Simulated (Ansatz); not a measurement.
Volume per atom (Å³/atom) of solids drawn from the class of elemental solids other than molecular ones, at two levels: PBE (Ansatz, a quantum-chemistry and plane-wave program, plane waves, PAW), and PBEsol (plane waves, PAW; Ansatz).

| solid | PBE | PBEsol | shift (%) |
|---|---|---|---|
| hcp Co | 10.86 | 10.37 | -4.5 |
| body-centred tetragonal In | 27.47 | 25.55 | -7.0 |
| double-hcp La | 37.13 | 33.96 | -8.5 |
| hcp Lu | 29.10 | 27.48 | -5.6 |
| hcp Re | 14.95 | 14.55 | -2.7 |
| α-phase Ga | 20.29 | 19.06 | -6.1 |
| hcp Hf | 22.53 | 21.61 | -4.1 |
| hcp Zr | 23.39 | 22.46 | -4.0 |
| hcp Mg | 22.95 | 22.51 | -1.9 |
| hcp Sc | 24.65 | 23.65 | -4.1 |

The shifts run from -8.5 % to -1.9 %, with a median of -4.3 %.

Over all 10 rows PBEsol is the larger in 0.

Ansatz's runs of these crystals have no spin polarisation, but for hcp Co.

Density-functional runs with spin start from parallel moments for hcp Co.

Spin–orbit coupling is left out, also for the solids with elements from indium on (body-centred tetragonal In, double-hcp La, hcp Lu, hcp Re, hcp Hf); its size isn't shown.

Ansatz's density-functional and Hartree–Fock values are scalar-relativistic unless marked +SOC, with PAW data made under PBE.
